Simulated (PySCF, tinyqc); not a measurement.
Worked calculation: RHF in the sto-3g basis, for LiH, spin multiplicity 1. The lowest restricted solution is unstable here: a spin-polarised one lies 0.0218 hartree lower (PySCF). One step of it, computed by the program tinyqc.

Task: Iteration 1: building the Fock matrix. J_ij = sum D_kl (ij|kl), K_ij = sum D_kl (ik|jl); F = H + J - 0.5 K; E = tr D H + tr D J / 2 - 0.25 tr D K + E_nn.

D at the start, order 1Li 1s, 1Li 2s, 1Li 2px, 1Li 2py, 1Li 2pz, 2H 1s:
```
[[2.075445, -0.223762, 0.000000, 0.000000, 0.004963, -0.022934],
 [-0.223762, 1.015296, 0.000000, 0.000000, -0.007535, 0.092413],
 [0.000000, 0.000000, 0.000000, 0.000000, 0.000000, 0.000000],
 [0.000000, 0.000000, 0.000000, 0.000000, 0.000000, 0.000000],
 [0.004963, -0.007535, 0.000000, 0.000000, 0.002641, 0.048494],
 [-0.022934, 0.092413, 0.000000, 0.000000, 0.048494, 0.946032]]
```

core Hamiltonian H = T + V (hartree), order 1Li 1s, 1Li 2s, 1Li 2px, 1Li 2py, 1Li 2pz, 2H 1s:
```
[[-4.623505, -1.037006, 0.000000, 0.000000, -0.006960, -0.042963],
 [-1.037006, -1.317116, 0.000000, 0.000000, -0.076098, -0.302778],
 [0.000000, 0.000000, -1.071534, 0.000000, 0.000000, 0.000000],
 [0.000000, 0.000000, 0.000000, -1.071534, 0.000000, 0.000000],
 [-0.006960, -0.076098, 0.000000, 0.000000, -1.126526, -0.432988],
 [-0.042963, -0.302778, 0.000000, 0.000000, -0.432988, -1.118793]]
```

Two-electron integrals (ij|kl) in chemists' order, unique and non-zero (hartree):
```
(11|11) 1.680395   (21|11) 0.265420   (21|21) 0.049941   (22|11) 0.397727
(22|21) 0.092860   (22|22) 0.290562   (31|31) 0.008981   (32|31) 0.013788
(32|32) 0.064184   (33|11) 0.396640   (33|21) 0.092880   (33|22) 0.290497
(33|33) 0.312946   (41|41) 0.008981   (42|41) 0.013788   (42|42) 0.064184
(43|43) 0.016869   (44|11) 0.396640   (44|21) 0.092880   (44|22) 0.290497
(44|33) 0.279207   (44|44) 0.312946   (51|51) 0.008981   (52|51) 0.013788
(52|52) 0.064184   (53|53) 0.016869   (54|54) 0.016869   (55|11) 0.396640
(55|21) 0.092880   (55|22) 0.290497   (55|33) 0.279207   (55|44) 0.279207
(55|55) 0.312946   (61|11) 0.009902   (61|21) 0.001900   (61|22) 0.003689
(61|33) 0.003637   (61|44) 0.003637   (61|51) 0.000272   (61|52) 0.000538
(61|55) 0.003793   (61|61) 0.000082   (62|11) 0.057445   (62|21) 0.013738
(62|22) 0.050449   (62|33) 0.047424   (62|44) 0.047424   (62|51) 0.002029
(62|52) 0.016052   (62|55) 0.056451   (62|61) 0.000654   (62|62) 0.019535
(63|31) 0.000665   (63|32) 0.003973   (63|53) 0.001963   (63|63) 0.000864
(64|41) 0.000665   (64|42) 0.003973   (64|54) 0.001963   (64|64) 0.000864
(65|11) 0.082198   (65|21) 0.019737   (65|22) 0.073899   (65|33) 0.068896
(65|44) 0.068896   (65|51) 0.003117   (65|52) 0.024909   (65|55) 0.083833
(65|61) 0.000953   (65|62) 0.030287   (65|65) 0.047127   (66|11) 0.217397
(66|21) 0.052414   (66|22) 0.210153   (66|33) 0.193765   (66|44) 0.193765
(66|51) 0.006943   (66|52) 0.072397   (66|55) 0.242712   (66|61) 0.002479
(66|62) 0.110020   (66|65) 0.173972   (66|66) 0.774606
```

nuclear repulsion = 0.65223157 hartree

Give: Coulomb J; exchange K; Fock matrix F; total energy of this density.

Result:

Coulomb J (hartree), order 1Li 1s, 1Li 2s, 1Li 2px, 1Li 2py, 1Li 2pz, 2H 1s:
```
[[3.9974, 0.6770, 0.0000, 0.0000, 0.0071, 0.0260],
 [0.6770, 1.2948, 0.0000, 0.0000, 0.0730, 0.2748],
 [0.0000, 0.0000, 1.2759, 0.0000, 0.0000, 0.0000],
 [0.0000, 0.0000, 0.0000, 1.2759, 0.0000, 0.0000],
 [0.0071, 0.0730, 0.0000, 0.0000, 1.3254, 0.4114],
 [0.0260, 0.2748, 0.0000, 0.0000, 0.4114, 1.4106]]
```

exchange K (hartree), order 1Li 1s, 1Li 2s, 1Li 2px, 1Li 2py, 1Li 2pz, 2H 1s:
```
[[3.4195, 0.5460, 0.0000, 0.0000, 0.0024, 0.0241],
 [0.5460, 0.3860, 0.0000, 0.0000, 0.0383, 0.1798],
 [0.0000, 0.0000, 0.0794, 0.0000, 0.0000, 0.0000],
 [0.0000, 0.0000, 0.0000, 0.0794, 0.0000, 0.0000],
 [0.0024, 0.0383, 0.0000, 0.0000, 0.1356, 0.2039],
 [0.0241, 0.1798, 0.0000, 0.0000, 0.2039, 0.7893]]
```

Fock matrix F (hartree), order 1Li 1s, 1Li 2s, 1Li 2px, 1Li 2py, 1Li 2pz, 2H 1s:
```
[[-2.3358, -0.6330, 0.0000, 0.0000, -0.0011, -0.0290],
 [-0.6330, -0.2153, 0.0000, 0.0000, -0.0222, -0.1179],
 [0.0000, 0.0000, 0.1647, 0.0000, 0.0000, 0.0000],
 [0.0000, 0.0000, 0.0000, 0.1647, 0.0000, 0.0000],
 [-0.0011, -0.0222, 0.0000, 0.0000, 0.1311, -0.1235],
 [-0.0290, -0.1179, 0.0000, 0.0000, -0.1235, -0.1028]]
```

total energy of this density = -7.616526 hartree

This density is the starting one; it is not idempotent, so its energy is not variational and may lie below the converged one.
